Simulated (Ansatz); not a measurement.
# H3C–S, doublet: the ladder up to UCCSDT(Q)

Geometry: a PBE0/def2-TZVP stationary point for this spin, not checked as a minimum.

```xyz
5

C    -0.0073    0.0000    1.1891
S    -0.0002    0.0000   -0.5928
H     1.0435    0.0000    1.5020
H    -0.4747    0.8983    1.5939
H    -0.4747   -0.8983    1.5939
```

Basis cc-pVDZ; Ansatz 0.2.0. Correlated methods freeze the noble-gas cores, which leaves 13 electrons in 41 orbitals. R marks a restricted (for open shells ROHF) determinant, U an unrestricted one. Active spaces: valence = (13e, 11o) chosen from the atoms' valence shells.

Full CI isn't at hand for all of this; UCCSDT(Q) serves as the reference, and is uncertain by about the last step of the cluster series. The frozen core follows each run's orbitals, which can shift R against U totals by a few meV.

For open shells CISD is restricted-active-space CI with the open shells as a complete middle space.

The UHF ⟨S²⟩ is 0.760, the T1 diagnostic (RCCSD) is 0.0131 and the largest doubles amplitude (RCCSD) is 0.043. The T1 diagnostic (UCCSD) is 0.0099.

| level | E − E(UCCSDT(Q)) (kJ/mol) | share of correlation (%) | wall time |
| --- | --- | --- | --- |
| RHF | 790.3 | 0.00 | – |
| UHF | 778.9 | 1.45 | – |
| RMP2 | 108.9 | 86.22 | – |
| UMP2 | 110.6 | 86.00 | – |
| CISD | 85.2 | 89.22 | 3.6 s |
| RCCSD | 22.0 | 97.22 | – |
| UCCSD | 21.7 | 97.25 | – |
| RCCSD(T) | 3.0 | 99.62 | 4.6 s |
| UCCSD(T) | 3.0 | 99.62 | 4.4 s |
| BCCD(T) | 3.0 | 99.63 | 5 s |
| RCCSDT | 1.2 | 99.85 | – |
| UCCSDT | 1.2 | 99.85 | – |
| RCCSDT(Q) | 0.0 | 100.00 | 51 s |
| CASSCF (valence space) | 559.9 | 29.15 | – |
| NEVPT2 (valence space) | 132.5 | 83.23 | 15 s |

The correlation energy at UCCSDT(Q), counted from RHF, is -8.191 eV. That run took 43 s on 1 thread of Arm Neoverse V1, shared host.

Times hold each run's SCF and search for its determinant on a shared host, so for small cases they say little of a method's own cost; they ran on 1 thread of Arm Neoverse V1.

Natural occupations of CASSCF (valence space) about the gap: 1.983 1.977 1.977 1.972 1.001 0.030 0.022 0.021 0.020; effectively unpaired electrons, Σ n²(2−n)², 1.02.

Atomization energy (electronic, same basis, no zero-point term; atoms at the same level, unrestricted beside the R rows where the molecule is a closed shell, with restricted open-shell steps beyond CCSDT(Q)) at UCCSDT(Q): 1471.3 kJ/mol. Errors of other levels:

```tsv
level	error (kJ/mol)
RHF	-301.0
UHF	-310.8
RMP2	2.1
UMP2	1.5
CISD	-70.1
RCCSD	-14.2
UCCSD	-14.5
RCCSD(T)	-1.0
UCCSD(T)	-1.2
BCCD(T)	-1.0
RCCSDT	-0.8
UCCSDT	-0.9
RCCSDT(Q)	0.1
CASSCF (valence space)	-119.4
NEVPT2 (valence space)	-27.8
```

This basis is far from its limit, so the value isn't to be set against a measured one. Truncated CI isn't size-consistent, which counts against it in atomization.
